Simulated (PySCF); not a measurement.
Molecule: `C[C@@H]1S[C@@H]1CF`, C4H7FS.

Molfile (atoms numbered from 1):
```
C4H7FS
     RDKit          3D

 13 13  0  0  0  0  0  0  0  0999 V2000
    1.5905    0.5384    0.3700 C   0  0  0  0  0  0  0  0  0  0  0  0
    0.8381   -0.7359    0.1053 C   0  0  2  0  0  0  0  0  0  0  0  0
    0.3380   -1.1542   -1.5973 S   0  0  0  0  0  0  0  0  0  0  0  0
   -0.6291   -0.7666   -0.1160 C   0  0  2  0  0  0  0  0  0  0  0  0
   -1.4375    0.4986   -0.1316 C   0  0  0  0  0  0  0  0  0  0  0  0
   -1.6673    0.9162    1.1590 F   0  0  0  0  0  0  0  0  0  0  0  0
    1.4459    0.8480    1.4178 H   0  0  0  0  0  0  0  0  0  0  0  0
    2.6666    0.3929    0.1984 H   0  0  0  0  0  0  0  0  0  0  0  0
    1.2551    1.3547   -0.2830 H   0  0  0  0  0  0  0  0  0  0  0  0
    1.2281   -1.6058    0.6472 H   0  0  0  0  0  0  0  0  0  0  0  0
   -1.1619   -1.6234    0.3144 H   0  0  0  0  0  0  0  0  0  0  0  0
   -0.9076    1.2919   -0.6808 H   0  0  0  0  0  0  0  0  0  0  0  0
   -2.4080    0.3242   -0.6245 H   0  0  0  0  0  0  0  0  0  0  0  0
  1  2  1  0
  2  3  1  0
  3  4  1  0
  4  5  1  0
  5  6  1  0
  4  2  1  0
  1  7  1  0
  1  8  1  0
  1  9  1  0
  2 10  1  1
  4 11  1  1
  5 12  1  0
  5 13  1  0
M  END
```

Geometry PBE0-D3(BJ)/def2-SVP throughout; GIAO in PySCF, gas phase, one conformer, non-relativistic; equivalent atoms averaged; functional PBE0.

Q: How do the shifts δ (against TMS, CS2 at the same level) depend on the basis set? (a selection of nuclei; ppm; last column core-seconds on 1 thread of an Arm Neoverse V1, shared host)

A: 
```tsv
basis set	functions	C5	C2	C4	C1	S3	H13	H12	H10	H11	core-s
STO-3G	41	60.1	33.7	30.3	19.8	-108.0	2.25	1.77	1.34	1.30	3.3
6-31G	72	79.8	34.7	34.5	17.7	-172.0	4.86	4.14	3.13	3.19	6.4
6-31G*	102	79.5	34.7	35.0	17.0	-163.6	4.85	3.95	2.98	3.05	8.9
def2-SVP	123	79.5	35.3	35.4	15.8	-149.0	4.61	3.69	2.59	2.66	10
pcSseg-1	144	84.5	38.3	37.8	17.9	-175.9	4.92	3.84	2.84	2.95	12
6-311+G(2d,p)	212	82.8	38.5	38.2	17.0	-162.4	4.83	3.92	2.96	3.06	23
def2-TZVP	234	84.9	38.9	38.7	17.7	-168.2	4.81	3.90	2.92	3.01	28
```

Q: Which nucleus among those listed moves most, in ppm?

A: S3 (sulfide sulfur): from -175.9 ppm with pcSseg-1 to -108.0 ppm with STO-3G. The smallest spread is 1.79 ppm, at H10. Proton shifts span only some 12 ppm, so a few tenths of a ppm matter as much there as several ppm in carbon.

Q: Taking the largest basis, def2-TZVP (234 functions), as the yardstick, rank the others by their worst heavy-atom deviation.

A: 6-31G 5.1 ppm (72 functions), 6-31G* 5.4 ppm (102 functions), 6-311+G(2d,p) 5.9 ppm (212 functions), pcSseg-1 7.7 ppm (144 functions), def2-SVP 19.2 ppm (123 functions), STO-3G 60.2 ppm (41 functions).

A small basis that lands close on one nucleus may do so by chance; judge by the trend and by all nuclei.
